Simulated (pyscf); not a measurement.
Single points on ωB97X-D3(BJ)/def2-SVP structures (PySCF, gas phase).

Q: Estimate the classical barrier height and the reaction energy of `[O]=[V]([Cl])([Cl])[Cl]` + `[SiH4]` → `[O]=[VH]([Cl])[Cl]` + `[SiH3][Cl]` at ωB97M-D3(BJ)/def2-TZVP. The step runs on the singlet surface, breaks Cl–V, H–Si and forms H–V, Cl–Si; take the separated reactants as zero.

A: ΔE‡ = 23.8 kcal/mol, ΔE = +7.7 kcal/mol. Zero-point energy shifts the barrier by +1.8 kcal/mol. It is a four-centre exchange, with an imaginary mode of 292i cm⁻¹. On the product side the descent ends in an adduct with a Cl–V contact, 3.7 kcal/mol under the separated species and 12.7 kcal/mol under the saddle at ωB97X-D3(BJ)/def2-TZVP. What is counted as broken (Cl–V) persists as a longer contact in the product adduct; parting that adduct is a step of its own. At ωB97X-D3(BJ)/def2-TZVP the barrier from the zero used here is 19.5 kcal/mol. This is the saddle that the search found; another between the same sides may lie lower.
